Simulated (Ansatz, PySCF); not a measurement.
Species: C₂F₃N, net charge 0, singlet state. 
Coordinates optimised at B3LYP-D3(BJ)/def2-TZVP (Ansatz, an electronic-structure program):
SMILES: FC(C#N)(F)F
```xyz
6

C      0.0001    -0.0015    -0.3215
C     -0.0004     0.0053     1.1599
F     -0.0086     1.2491    -0.7901
F      1.0896    -0.6222    -0.7811
F     -1.0802    -0.6377    -0.7817
N     -0.0008     0.0106     2.3065
```


Wanted: enthalpy of formation at 298 K (from the atomisation energy, B3LYP-D3(BJ)/def2-TZVP harmonic zero-point and thermal terms from PySCF, and the atoms' enthalpies of formation in the G2/97 table; no spin-orbit terms, and no core term in the frozen-core levels), in kcal/mol. Valence correlation only, unless marked. UHF or UKS for open shells. Spin-orbit coupling is left out. No relativistic terms. The coupled-cluster limit lacks core correlation, which all-electron functionals hold. CBS marks a two-point X^-3 extrapolation of the correlation energy; Hartree-Fock from the larger set. [CCSD(T)-MP2]/basis is that difference in the basis named.

```json
[
 {"level": "HF/STO-3G", "program": "Ansatz", "enthalpy of formation at 298 K (kcal/mol)": "173.6"},
 {"level": "PBE-D3(BJ)/def2-TZVPD", "program": "Ansatz + dftd3", "enthalpy of formation at 298 K (kcal/mol)": "-161.3"},
 {"level": "B3LYP-D4/def2-TZVPD", "program": "Ansatz + dftd4", "enthalpy of formation at 298 K (kcal/mol)": "-115.9"},
 {"level": "PBE0/def2-TZVP", "program": "Ansatz", "enthalpy of formation at 298 K (kcal/mol)": "-123.3"}
]
```

Task: What does RI-MP2/CBS(cc-pVTZ,cc-pVQZ)+[CCSD(T)-MP2]/cc-pVTZ (Ansatz) give?

Result: -118.2 kcal/mol
